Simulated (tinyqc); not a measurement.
Inside a calculation. Method: harmonic frequencies on the LDA (VWN5)/sto-3g surface (energies and gradients from PySCF), for BH3, spin multiplicity 1. Computed by tinyqc, a small Python program that keeps every step (integrals from PySCF). Settings: charge = 0, multiplicity = 1, basis = sto-3g, functional = lda,vwn, delta = 0.002. Command: `OMP_NUM_THREADS=1 python tinyqc.py 23474 23475 out.jsonl` (the two numbers bound the seeds that draw the settings). One thread of a shared host (Intel(R) Xeon(R) Processor @ 2.60GHz), about 10 s of CPU time with the checks.

## One row of the Hessian: 1Bx

optimised positions (bohr):
```
            x          y          z
1B  -0.024086   0.008968   0.007108
2H   2.199176   0.035446   0.029702
3H  -1.159263   1.920247   0.057877
4H  -1.112180  -1.928765  -0.066329
```

gradient at +delta (hartree/bohr):
```
              x            y            z
1B   0.00111324  -0.00000354   0.00001149
2H  -0.00063744  -0.00000577  -0.00000667
3H  -0.00024469   0.00023571   0.00000477
4H  -0.00023202  -0.00022611  -0.00000983
```

gradient at -delta (hartree/bohr):
```
              x            y            z
1B  -0.00110061  -0.00000303  -0.00000508
2H   0.00062997   0.00000683   0.00000444
3H   0.00023975  -0.00022915  -0.00000722
4H   0.00023001   0.00022561   0.00000762
```

Displace 1Bx by +/-0.002 bohr; H(k, :) = (g(+) - g(-)) / (2 delta).

row of the Hessian (hartree/bohr^2): 1Bx 0.55346212, 1By -0.00012880, 1Bz 0.00414391, 2Hx -0.31685260, 2Hy -0.00315030, 2Hz -0.00277713, 3Hx -0.12110994, 3Hy 0.11621392, 3Hz 0.00299637, 4Hx -0.11550648, 4Hy -0.11293215, 4Hz -0.00436180

## Hessian by finite differences

All rows are made in the same way, and the matrix is symmetrised.

Hessian (symmetrised) (hartree/bohr^2), lower triangle:
```
             1Bx          1By          1Bz          2Hx          2Hy          2Hz          3Hx          3Hy
1Bx   0.55346212
1By  -0.00012884   0.55305014
1Bz   0.00414374   0.01371341   0.13012654
2Hx  -0.31687203  -0.00315053  -0.00277807   0.32091515
2Hy  -0.00315081  -0.05209551  -0.00031850   0.00334171   0.03962494
2Hz  -0.00277736  -0.00031850  -0.04324973   0.00310532   0.00084955   0.01446080
3Hx  -0.12109966   0.11622554   0.00299836  -0.00219653   0.01916555   0.00045809   0.11294601
3Hy   0.11622873  -0.24774493  -0.00548562  -0.00507491   0.00640531  -0.00030860  -0.12347657   0.24746465
3Hz   0.00299874  -0.00548608  -0.04336077  -0.00032664  -0.00007157   0.01439882  -0.00302916   0.00633957
4Hx  -0.11549503  -0.11294561  -0.00436394  -0.00184680  -0.01935665  -0.00078617   0.01035240   0.01232337
4Hy  -0.11294775  -0.25320662  -0.00791087   0.00488371   0.00606534  -0.00022246  -0.01191742  -0.00612687
4Hz  -0.00436448  -0.00791169  -0.04351271  -0.00000067  -0.00045950   0.01438933  -0.00042571  -0.00054411

             3Hz         4Hx         4Hy         4Hz
3Hz   0.01457732
4Hx   0.00035944  0.10699204
4Hy  -0.00078185  0.11998048  0.25326684
4Hz   0.01438231  0.00478849  0.00891683  0.01474085
```

## Normal modes

masses (u): 1B 11.009305, 2H 1.007825, 3H 1.007825, 4H 1.007825

Diagonalise H_ij / sqrt(m_i m_j); the 6 smallest eigenvalues belong to translations and rotations; wavenumber = sqrt(eigenvalue / 1822.888) x 219474.63; each mode has its largest component positive (the first on a tie); zero-point energy = sum of wavenumbers / 2, with 349.755 1/cm per kcal/mol.

eigenvalues of the mass-weighted Hessian (hartree/(bohr^2 u)): -0.000003  -0.000002  0.000000  0.000000  0.000001  0.000004  0.054652  0.066076  0.066078  0.311937  0.364914  0.364924

harmonic wavenumbers of the vibrations (1/cm): 1201.7  1321.4  1321.4  2871.0  3105.3  3105.3

mass-weighted modes:
```
        mode 1     mode 2     mode 3     mode 4     mode 5     mode 6
1Bx   0.004520  -0.049502  -0.303965   0.000038   0.091391  -0.335010
1By   0.015100  -0.303826   0.049574  -0.000018  -0.334877  -0.091242
1Bz  -0.463917  -0.010417  -0.001326   0.000005  -0.009952  -0.006234
2Hx  -0.004999  -0.025291  -0.089576   0.577199  -0.192484   0.741059
2Hy  -0.016765   0.758997  -0.134266   0.006873  -0.002786   0.008696
2Hz   0.511079   0.024424  -0.005270   0.005866  -0.001972   0.007528
3Hx  -0.005022   0.462073   0.477994  -0.294795  -0.376888   0.103633
3Hy  -0.016531   0.191559   0.352661   0.496328   0.634283  -0.175439
3Hz   0.511074   0.010852   0.016101   0.013184   0.016847  -0.004665
4Hx  -0.004920  -0.273168   0.616278  -0.282534   0.267313   0.262558
4Hy  -0.016591   0.053588  -0.382254  -0.503141   0.475310   0.468307
4Hz   0.511107  -0.000821  -0.006464  -0.019068   0.018018   0.017743
```

zero-point energy = 18.478803 kcal/mol

Within a degenerate level the vectors are fixed only up to a rotation; this is one choice.
